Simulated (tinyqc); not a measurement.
Inside a calculation. Method: UHF in the sto-3g basis, for H2O+, spin multiplicity 2. One step of it, computed by the program tinyqc.

Problem. Iteration 1: diagonalisation and new density. Diagonalise F' = X^T F X, C = X C', fill 5 alpha and 4 beta electrons from the bottom; D(s) = C_occ C_occ^T; the new density keeps 0.2 of the old one (damping). Each column has its largest component positive (the first on a tie).

F(alpha) (hartree), lower triangle:
```
,1O 1s,1O 2s,1O 2px,1O 2py,1O 2pz,2H 1s,3H 1s
1O 1s,-22.424236
1O 2s,-5.501419,-3.499391
1O 2px,-0.042793,0.090490,-1.097431
1O 2py,0.201002,0.008980,0.050997,-1.554808
1O 2pz,0.238206,0.128402,-0.126291,0.087064,-1.549285
2H 1s,-0.750252,-0.956976,0.065239,-0.328055,-0.267973,-0.727844
3H 1s,-0.707816,-0.899809,-0.067584,0.427459,-0.274411,-0.279465,-0.729946
```

F(beta) (hartree), lower triangle:
```
,1O 1s,1O 2s,1O 2px,1O 2py,1O 2pz,2H 1s,3H 1s
1O 1s,-22.366765
1O 2s,-5.511324,-3.148738
1O 2px,-0.036713,-0.009662,-0.995198
1O 2py,0.199493,0.056599,0.040279,-1.460135
1O 2pz,0.256102,-0.181551,-0.051690,0.040276,-1.232879
2H 1s,-0.751973,-0.893674,0.046331,-0.313677,-0.319234,-0.713642
3H 1s,-0.719629,-0.737511,-0.113747,0.402176,-0.377076,-0.246473,-0.490981
```

X, lower triangle:
```
,1O 1s,1O 2s,1O 2px,1O 2py,1O 2pz,2H 1s,3H 1s
1O 1s,1.023512
1O 2s,-0.135710,1.145347
1O 2px,0.000000,0.000000,1.000000
1O 2py,-0.000973,0.011807,0.000000,1.061715
1O 2pz,-0.007507,0.071429,0.000000,0.006048,1.041348
2H 1s,0.019308,-0.229491,0.000000,-0.170658,-0.131379,1.136908
3H 1s,0.017047,-0.188929,0.000000,0.151200,-0.111964,-0.069828,1.105367
```

D(alpha) at the start, lower triangle:
```
,1O 1s,1O 2s,1O 2px,1O 2py,1O 2pz,2H 1s,3H 1s
1O 1s,0.761233
1O 2s,-0.198535,1.311690
1O 2px,0.083479,-0.271952,0.204385
1O 2py,-0.177770,0.081519,0.000643,1.078178
1O 2pz,-0.177330,0.299820,0.170320,-0.056896,1.026144
2H 1s,-0.227960,-0.497154,-0.155702,-0.574387,-0.401333,1.027476
3H 1s,-0.109372,-0.295418,0.250396,0.252128,-0.360656,-0.229277,1.149043
```

D(beta) at the start, lower triangle:
```
,1O 1s,1O 2s,1O 2px,1O 2py,1O 2pz,2H 1s,3H 1s
1O 1s,0.728153
1O 2s,-0.104449,1.044096
1O 2px,0.052439,-0.183671,0.175261
1O 2py,-0.142067,-0.020026,0.034144,1.039645
1O 2pz,-0.285761,0.608212,0.068579,0.060130,0.670734
2H 1s,-0.247773,-0.440803,-0.174292,-0.553004,-0.466274,1.015610
3H 1s,-0.001026,-0.603571,0.352057,0.135192,-0.005522,-0.164385,0.794185
```

overlap S, lower triangle:
```
,1O 1s,1O 2s,1O 2px,1O 2py,1O 2pz,2H 1s,3H 1s
1O 1s,1.000000
1O 2s,0.236704,1.000000
1O 2px,0.000000,0.000000,1.000000
1O 2py,0.000000,0.000000,0.000000,1.000000
1O 2pz,0.000000,0.000000,0.000000,0.000000,1.000000
2H 1s,0.039669,0.394118,0.000000,0.257860,0.230482,1.000000
3H 1s,0.032756,0.348268,0.000000,-0.234717,0.209897,0.196894,1.000000
```

Give: F' = X^T F X; orbital energies; coefficients C; F' = X^T F X; orbital energies; coefficients C; D(alpha) after iteration 1; D(beta) after iteration 1.

Solution.

F' = X^T F X (alpha) (hartree), lower triangle:
```
,1,2,3,4,5,6,7
1,-22.0769
2,-2.6420,-2.5484
3,-0.0551,0.0988,-1.0974
4,0.1990,-0.0438,0.0331,-1.5188
5,0.1901,0.1291,-0.1254,0.0758,-1.5399
6,-0.0042,-0.2638,0.0652,-0.0904,-0.0724,-0.4541
7,-0.0307,-0.2977,-0.0752,0.2008,-0.0735,-0.0306,-0.4619
```

orbital energies (alpha) (hartree): MO1 -22.4321, MO2 -2.3068, MO3 -1.6512, MO4 -1.4761, MO5 -1.0705, MO6 -0.3982, MO7 -0.3626

coefficients C (alpha):
```
,MO1,MO2,MO3,MO4,MO5,MO6,MO7
1O 1s,0.9968,-0.2548,-0.0379,-0.0007,-0.0184,0.0598,0.0541
1O 2s,0.0146,1.0454,0.1570,0.0824,0.0576,-0.4297,-0.3337
1O 2px,0.0019,-0.0984,0.1938,0.1187,0.9595,0.0712,-0.1140
1O 2py,-0.0090,0.0956,-0.6674,0.7380,0.1107,-0.2135,0.3497
1O 2pz,-0.0088,-0.0963,0.6939,0.6994,-0.2357,-0.2488,-0.1483
2H 1s,-0.0066,-0.0690,-0.0046,-0.0882,-0.1023,1.1586,-0.1776
3H 1s,-0.0048,-0.0151,0.0174,-0.0593,0.1309,0.0720,1.1277
```

F' = X^T F X (beta) (hartree), lower triangle:
```
,1,2,3,4,5,6,7
1,-22.0097
2,-2.6977,-2.2201
3,-0.0370,0.0016,-0.9952
4,0.1875,0.0247,0.0173,-1.4204
5,0.2480,-0.1853,-0.0473,0.0175,-1.2035
6,-0.0055,-0.2514,0.0620,-0.0938,-0.0859,-0.4508
7,-0.0583,-0.1829,-0.1159,0.2132,-0.1910,-0.0309,-0.2213
```

orbital energies (beta) (hartree): MO1 -22.3753, MO2 -1.9985, MO3 -1.4718, MO4 -1.1660, MO5 -0.9902, MO6 -0.3916, MO7 -0.1275

coefficients C (beta):
```
,MO1,MO2,MO3,MO4,MO5,MO6,MO7
1O 1s,0.9965,-0.2457,-0.0146,0.0864,-0.0307,0.0604,0.0314
1O 2s,0.0155,1.0293,0.1057,-0.3051,0.1076,-0.4288,-0.2540
1O 2px,0.0017,0.0138,-0.1032,0.3155,0.9308,0.0895,-0.1231
1O 2py,-0.0088,-0.0286,0.9789,0.2181,0.1010,-0.2372,0.3258
1O 2pz,-0.0095,0.3458,-0.1049,0.8742,-0.3238,-0.2361,-0.2529
2H 1s,-0.0067,-0.0684,-0.0421,-0.0822,-0.1061,1.1631,-0.1396
3H 1s,-0.0044,-0.0816,-0.0597,0.1183,0.0993,0.0387,1.1236
```

D(alpha) after iteration 1, lower triangle:
```
,1O 1s,1O 2s,1O 2px,1O 2py,1O 2pz,2H 1s,3H 1s
1O 1s,1.0004
1O 2s,-0.2467,1.1646
1O 2px,0.0182,-0.0603,0.8264
1O 2py,-0.0440,0.0660,0.0442,1.0249
1O 2pz,-0.0409,0.1017,0.0347,0.0029,1.0336
2H 1s,-0.0351,-0.1683,-0.1134,-0.1788,-0.1075,0.2239
3H 1s,-0.0251,-0.0674,0.1488,0.0166,-0.1191,-0.0516,0.2468
```

D(beta) after iteration 1, lower triangle:
```
,1O 1s,1O 2s,1O 2px,1O 2py,1O 2pz,2H 1s,3H 1s
1O 1s,0.9945
1O 2s,-0.2332,1.1400
1O 2px,0.0321,-0.1111,0.1234
1O 2py,-0.0261,0.0019,-0.0193,1.0133
1O 2pz,-0.0711,0.1840,0.2469,0.0745,0.8500
2H 1s,-0.0467,-0.1281,-0.0529,-0.1563,-0.1661,0.2137
3H 1s,0.0212,-0.2219,0.1043,0.0028,0.0641,-0.0342,0.1782
```
